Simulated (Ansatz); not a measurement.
**Molecular dynamics of F2**

Input file:

```yaml
crystal:
  periodic: [false, false, false]
  atoms:
    - { symbol: F, position_ang: [-0.584399, 0.212572, -0.295185] }
    - { symbol: F, position_ang: [0.584399, -0.212572, 0.295185] }
magnetization:
  spin_polarized: true
basis:
  gaussian: { orbitals: def2-SVP }
hamiltonian:
  xc: pbe0
  dispersion: d4
md:
  timestep: 1.0
  n_steps: 150
  ensemble: nve
  temperature: 1500.0
  initial_velocities: maxwell_boltzmann
  seed: 518863
```

Launched with:

```bash
$ ansatz run input.yaml --threads 1 --pin off --max-ram 2048MiB --backend cpu --events-out ev --progress --plain --runs-dir out
```

It starts from a relaxed structure.

Output, in part (one step line in 3, the closing report, with atoms numbered from 0):

```
md step     0: t =     0.00 fs  T =  1500.0 K  F+E_penalty+E_count = -5419.30580638 eV  E_kin = 0.064630 eV  conserved = -5419.24117638 eV  (28 SCF iters)
md step     3: t =     3.00 fs  T =  1030.6 K  F+E_penalty+E_count = -5419.28531908 eV  E_kin = 0.044403 eV  conserved = -5419.24091602 eV  (31 SCF iters)
md step     6: t =     6.00 fs  T =   248.3 K  F+E_penalty+E_count = -5419.25132520 eV  E_kin = 0.010696 eV  conserved = -5419.24062883 eV  (26 SCF iters)
md step     9: t =     9.00 fs  T =    22.8 K  F+E_penalty+E_count = -5419.24154194 eV  E_kin = 0.000984 eV  conserved = -5419.24055775 eV  (22 SCF iters)
md step    12: t =    12.00 fs  T =   580.0 K  F+E_penalty+E_count = -5419.26572987 eV  E_kin = 0.024988 eV  conserved = -5419.24074161 eV  (32 SCF iters)
md step    15: t =    15.00 fs  T =  1343.9 K  F+E_penalty+E_count = -5419.29896807 eV  E_kin = 0.057905 eV  conserved = -5419.24106355 eV  (30 SCF iters)
md step    18: t =    18.00 fs  T =  1384.5 K  F+E_penalty+E_count = -5419.30082013 eV  E_kin = 0.059655 eV  conserved = -5419.24116534 eV  (28 SCF iters)
md step    21: t =    21.00 fs  T =   533.3 K  F+E_penalty+E_count = -5419.26374050 eV  E_kin = 0.022979 eV  conserved = -5419.24076116 eV  (28 SCF iters)
md step    24: t =    24.00 fs  T =     2.2 K  F+E_penalty+E_count = -5419.24054292 eV  E_kin = 0.000097 eV  conserved = -5419.24044604 eV  (21 SCF iters)
md step    27: t =    27.00 fs  T =   644.1 K  F+E_penalty+E_count = -5419.26857317 eV  E_kin = 0.027751 eV  conserved = -5419.24082228 eV  (29 SCF iters)
md step    30: t =    30.00 fs  T =  1435.0 K  F+E_penalty+E_count = -5419.30300730 eV  E_kin = 0.061828 eV  conserved = -5419.24117929 eV  (30 SCF iters)
md step    33: t =    33.00 fs  T =  1277.8 K  F+E_penalty+E_count = -5419.29608571 eV  E_kin = 0.055056 eV  conserved = -5419.24102924 eV  (30 SCF iters)
md step    36: t =    36.00 fs  T =   489.5 K  F+E_penalty+E_count = -5419.26179963 eV  E_kin = 0.021090 eV  conserved = -5419.24070979 eV  (27 SCF iters)
md step    39: t =    39.00 fs  T =     5.8 K  F+E_penalty+E_count = -5419.24080259 eV  E_kin = 0.000250 eV  conserved = -5419.24055258 eV  (23 SCF iters)
md step    42: t =    42.00 fs  T =   321.3 K  F+E_penalty+E_count = -5419.25449858 eV  E_kin = 0.013846 eV  conserved = -5419.24065285 eV  (26 SCF iters)
md step    45: t =    45.00 fs  T =  1118.6 K  F+E_penalty+E_count = -5419.28915073 eV  E_kin = 0.048196 eV  conserved = -5419.24095436 eV  (31 SCF iters)
md step    48: t =    48.00 fs  T =  1493.3 K  F+E_penalty+E_count = -5419.30552633 eV  E_kin = 0.064342 eV  conserved = -5419.24118451 eV  (30 SCF iters)
md step    51: t =    51.00 fs  T =   871.3 K  F+E_penalty+E_count = -5419.27848156 eV  E_kin = 0.037540 eV  conserved = -5419.24094180 eV  (29 SCF iters)
md step    54: t =    54.00 fs  T =    56.6 K  F+E_penalty+E_count = -5419.24291851 eV  E_kin = 0.002439 eV  conserved = -5419.24047982 eV  (24 SCF iters)
md step    57: t =    57.00 fs  T =   325.4 K  F+E_penalty+E_count = -5419.25466181 eV  E_kin = 0.014020 eV  conserved = -5419.24064186 eV  (24 SCF iters)
md step    60: t =    60.00 fs  T =  1242.3 K  F+E_penalty+E_count = -5419.29463784 eV  E_kin = 0.053524 eV  conserved = -5419.24111339 eV  (29 SCF iters)
md step    63: t =    63.00 fs  T =  1445.4 K  F+E_penalty+E_count = -5419.30340153 eV  E_kin = 0.062278 eV  conserved = -5419.24112391 eV  (31 SCF iters)
md step    66: t =    66.00 fs  T =   771.4 K  F+E_penalty+E_count = -5419.27405057 eV  E_kin = 0.033238 eV  conserved = -5419.24081217 eV  (31 SCF iters)
md step    69: t =    69.00 fs  T =    90.7 K  F+E_penalty+E_count = -5419.24448740 eV  E_kin = 0.003909 eV  conserved = -5419.24057881 eV  (26 SCF iters)
md step    72: t =    72.00 fs  T =   125.5 K  F+E_penalty+E_count = -5419.24599846 eV  E_kin = 0.005409 eV  conserved = -5419.24058973 eV  (26 SCF iters)
md step    75: t =    75.00 fs  T =   841.2 K  F+E_penalty+E_count = -5419.27708387 eV  E_kin = 0.036245 eV  conserved = -5419.24083911 eV  (32 SCF iters)
md step    78: t =    78.00 fs  T =  1469.8 K  F+E_penalty+E_count = -5419.30447195 eV  E_kin = 0.063330 eV  conserved = -5419.24114167 eV  (30 SCF iters)
md step    81: t =    81.00 fs  T =  1179.4 K  F+E_penalty+E_count = -5419.29190284 eV  E_kin = 0.050816 eV  conserved = -5419.24108717 eV  (29 SCF iters)
md step    84: t =    84.00 fs  T =   259.1 K  F+E_penalty+E_count = -5419.25176627 eV  E_kin = 0.011164 eV  conserved = -5419.24060272 eV  (28 SCF iters)
md step    87: t =    87.00 fs  T =    93.1 K  F+E_penalty+E_count = -5419.24451495 eV  E_kin = 0.004013 eV  conserved = -5419.24050237 eV  (24 SCF iters)
md step    90: t =    90.00 fs  T =   950.8 K  F+E_penalty+E_count = -5419.28194612 eV  E_kin = 0.040965 eV  conserved = -5419.24098147 eV  (28 SCF iters)
md step    93: t =    93.00 fs  T =  1499.6 K  F+E_penalty+E_count = -5419.30579318 eV  E_kin = 0.064614 eV  conserved = -5419.24117934 eV  (30 SCF iters)
md step    96: t =    96.00 fs  T =  1054.9 K  F+E_penalty+E_count = -5419.28637738 eV  E_kin = 0.045451 eV  conserved = -5419.24092655 eV  (30 SCF iters)
md step    99: t =    99.00 fs  T =   267.3 K  F+E_penalty+E_count = -5419.25215238 eV  E_kin = 0.011517 eV  conserved = -5419.24063517 eV  (26 SCF iters)
md step   102: t =   102.00 fs  T =    17.1 K  F+E_penalty+E_count = -5419.24129410 eV  E_kin = 0.000738 eV  conserved = -5419.24055615 eV  (20 SCF iters)
md step   105: t =   105.00 fs  T =   555.1 K  F+E_penalty+E_count = -5419.26464927 eV  E_kin = 0.023916 eV  conserved = -5419.24073291 eV  (32 SCF iters)
md step   108: t =   108.00 fs  T =  1326.9 K  F+E_penalty+E_count = -5419.29822841 eV  E_kin = 0.057174 eV  conserved = -5419.24105464 eV  (31 SCF iters)
md step   111: t =   111.00 fs  T =  1399.6 K  F+E_penalty+E_count = -5419.30147206 eV  E_kin = 0.060302 eV  conserved = -5419.24117002 eV  (30 SCF iters)
md step   114: t =   114.00 fs  T =   563.0 K  F+E_penalty+E_count = -5419.26503527 eV  E_kin = 0.024257 eV  conserved = -5419.24077787 eV  (29 SCF iters)
md step   117: t =   117.00 fs  T =     0.5 K  F+E_penalty+E_count = -5419.24046544 eV  E_kin = 0.000020 eV  conserved = -5419.24044508 eV  (20 SCF iters)
md step   120: t =   120.00 fs  T =   613.8 K  F+E_penalty+E_count = -5419.26725182 eV  E_kin = 0.026446 eV  conserved = -5419.24080588 eV  (28 SCF iters)
md step   123: t =   123.00 fs  T =  1422.7 K  F+E_penalty+E_count = -5419.30247491 eV  E_kin = 0.061298 eV  conserved = -5419.24117643 eV  (29 SCF iters)
md step   126: t =   126.00 fs  T =  1296.6 K  F+E_penalty+E_count = -5419.29690650 eV  E_kin = 0.055868 eV  conserved = -5419.24103891 eV  (30 SCF iters)
md step   129: t =   129.00 fs  T =   513.6 K  F+E_penalty+E_count = -5419.26284715 eV  E_kin = 0.022129 eV  conserved = -5419.24071834 eV  (31 SCF iters)
md step   132: t =   132.00 fs  T =     9.3 K  F+E_penalty+E_count = -5419.24095514 eV  E_kin = 0.000401 eV  conserved = -5419.24055381 eV  (26 SCF iters)
md step   135: t =   135.00 fs  T =   300.8 K  F+E_penalty+E_count = -5419.25360745 eV  E_kin = 0.012961 eV  conserved = -5419.24064622 eV  (26 SCF iters)
md step   138: t =   138.00 fs  T =  1095.2 K  F+E_penalty+E_count = -5419.28813448 eV  E_kin = 0.047190 eV  conserved = -5419.24094419 eV  (31 SCF iters)
md step   141: t =   141.00 fs  T =  1496.6 K  F+E_penalty+E_count = -5419.30566499 eV  E_kin = 0.064482 eV  conserved = -5419.24118314 eV  (30 SCF iters)
md step   144: t =   144.00 fs  T =   901.0 K  F+E_penalty+E_count = -5419.27978003 eV  E_kin = 0.038823 eV  conserved = -5419.24095696 eV  (28 SCF iters)
md step   147: t =   147.00 fs  T =    69.2 K  F+E_penalty+E_count = -5419.24346804 eV  E_kin = 0.002980 eV  conserved = -5419.24048774 eV  (24 SCF iters)
md step   150: t =   150.00 fs  T =   300.1 K  F+E_penalty+E_count = -5419.25355830 eV  E_kin = 0.012931 eV  conserved = -5419.24062715 eV  (27 SCF iters)
Total energy: -5419.25356095 eV, -199.1538950630 hartree
Atom 0 at    -0.563855     0.205099    -0.284808 Å, force    -1.934419     0.703635    -0.977092 eV/Å
Atom 1 at     0.563855    -0.205099     0.284808 Å, force     1.934419    -0.703635     0.977092 eV/Å
Dipole moment:    -0.000000    -0.000000     0.000000 e Å
```

All steps were run. The conserved energy stayed within 0.37 meV per atom of its start (net change 0.27 meV per atom), so the integration is sound. The temperature averaged 0.50 of the 1500 K drawn at the start: a run that starts near a minimum puts about half its kinetic energy into the potential. A run of 0.15 ps of so small a system gives no equilibrium averages.

The same pairs are bonded in the first frame and the last. Pairs count as bonded within 1.25 times the sum of covalent radii (0.12 Å more for H–H).

Last frame:

```xyz
2
Properties=species:S:1:pos:R:3
F -0.564 0.205 -0.285
F 0.564 -0.205 0.285
```

Run time: 37 s on 1 thread of Intel(R) Xeon(R) 6975P-C (Granite Rapids) (shared host), peak memory 0.098 GiB.
